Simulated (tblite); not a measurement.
Task: Give a GFN2-xTB geometry of InChI=1S/C4H4FO/c5-4-1-2-6-3-4/h1-2H,3H2. (Doublet state.)

Result: 
```
atom  x, y, z in Å
F1     0.5710    2.2186    0.1484
C2     0.1787    0.9408    0.0500
C3    -1.0838    0.4461   -0.1794
C4    -0.9705   -0.9276   -0.1918
O5     0.3135   -1.3437    0.0209
C6     1.1326   -0.2012    0.1884
H7    -1.9812    1.0121   -0.3209
H8    -1.7019   -1.6948   -0.3357
H9     1.6240   -0.2427    1.1735
H10    1.9263   -0.2029   -0.5758
```

Orientation and origin are arbitrary. Atoms count from 1 in this order. The 6 heavy atoms lie in one plane (0.000 Å rms). C3 (carbon bonded to 2 C and H) is planar (angles 127.0°, 126.5° and 106.5°, sum 360.0°, 0.00 Å off the plane of its three neighbours). O5 (oxygen bonded to 2 C) is bent (angle 108.4°). C2 (carbon bonded to 2 C and F) is planar (angles 128.6°, 122.3° and 109.1°, sum 360.0°, 0.00 Å off the plane of its three neighbours).

Bonds between heavy atoms (Å): F1–C2 1.340, C2=C3 1.375, C3–C4 1.378, C4–O5 1.366, O5–C6 1.416, C2–C6 1.494.

The geometry is computed with GFN2-xTB (gas phase). This method treats the open shell by occupation alone, without spin polarisation.

Point group: Cs (tolerance 0.08 Å). Its GFN2-xTB frequencies are all real (lowest 192 cm⁻¹).
